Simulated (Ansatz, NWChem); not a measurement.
## How basis sets differ on C3H6F2 (1,3-difluoropropane)

C3H6F2 has 11 atoms, charge 0, and is taken as a singlet. SMILES: `FCCCF`. The shape is that of a PBE0-D4/def2-TZVP optimisation. This is one conformer, not always the lowest.

```xyz
11

F    -1.9644    1.4327   -0.1071
C    -0.7153    1.0007    0.3006
C    -0.3750   -0.2988   -0.3878
C     0.9675   -0.8382    0.0347
F     1.9756    0.0402   -0.3312
H    -0.7445    0.8753    1.3886
H     0.0080    1.7818    0.0541
H    -0.3882   -0.1543   -1.4716
H    -1.1381   -1.0462   -0.1471
H     1.0262   -0.9681    1.1208
H     1.1734   -1.7980   -0.4459
```

Each level gives the HOMO–LUMO gap (eV). The values are calculated.

| level | kind | program | value (eV) | CPU time |
| --- | --- | --- | --- | --- |
| HF/STO-3G | Hartree–Fock | Ansatz | 25.30 | 0.3 s |
| HF/3-21G | Hartree–Fock | Ansatz | 20.01 | 1.2 s |
| HF/cc-pVDZ | Hartree–Fock | Ansatz | 18.12 | 3.9 s |
| HF/def2-SVP | Hartree–Fock | Ansatz | 18.14 | 5.7 s |
| HF/def2-TZVP | Hartree–Fock | NWChem | 17.21 | 2.8 min |

The values span 17.21 to 25.30 eV. A Hartree–Fock LUMO above zero doesn't converge with the basis: it sinks as sets grow more diffuse. Orbital gaps aren't excitation energies. CPU times are rough (shared hosts, several kinds of processor): they show what a rung costs within a factor of a few.
